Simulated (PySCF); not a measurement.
## Computed NMR parameters against published values

Atoms are numbered as in `[CH3:1][C:2]([CH3:3])([CH3:4])[F:5]`. Hydrogens are named by the atom that carries them.

A single conformation, non-relativistic, in vacuum, fast rotation and ring inversion assumed for equivalent nuclei. Structure optimised with PBE0-D3(BJ)/def2-TZVP; shielding tensors at B97-2/pcSseg-2 (GIAO); PySCF 2.14.0 with density-fitted response routines.

Reference values: measured (solution, not stated per compound (mostly CDCl3 or CCl4); Pretsch, Buehlmann, Badertscher, Structure Determination of Organic Compounds, 4th ed. (2009)).
```
            atoms  quantity  reference  computed  computed, scaled
               C2     δ ¹³C       93.5      96.9              91.5
         C1/C3/C4     δ ¹³C       28.3      30.4              27.3
H(C1)/H(C3)/H(C4)      δ ¹H       1.34      1.30              1.37
```

Reference values: measured (G. Saielli, R. Bini, A. Bagno, Computational 19F NMR. 2. Organic compounds, RSC Adv. 2014, ESI (exp. from Berger-Braun-Kalinowski 1994 and Everett 1995)).
```tsv
atoms	quantity	reference	computed	computed, scaled
F5	δ ¹⁹F vs CFCl3	-130.8	-159.4	-144.9
```

Computed shifts are σ(ref) − σ with the named reference compound (TMS for H and C) calculated as an isolated molecule at the same level. The measured values may be among those fitted. Expected solution values come from regression of measured δ (H and C: mostly CDCl3, vs TMS) on computed σ: ¹³C (scatter 2.0 ppm rms, 2.1 ppm with the 1 outlier that the fit left out); ¹H (scatter 0.14 ppm rms, 0.16 ppm with the 4 outliers that the fit left out); ¹⁹F (scatter 4.8 ppm rms, 5.6 ppm with the 3 outliers that the fit left out vs CFCl3, solution or neat liquid, with a term for F on sp3 carbon). A few per cent of atoms miss by over 2 rms, more outside the fitted compound classes.

Question: How far are the unscaled ¹³C shifts from the references?

Answer: Mean signed difference +2.75 ppm, mean absolute 2.75 ppm over 2 comparisons; the largest is +3.4 ppm at C2 (fully substituted sp3 carbon bonded to F).
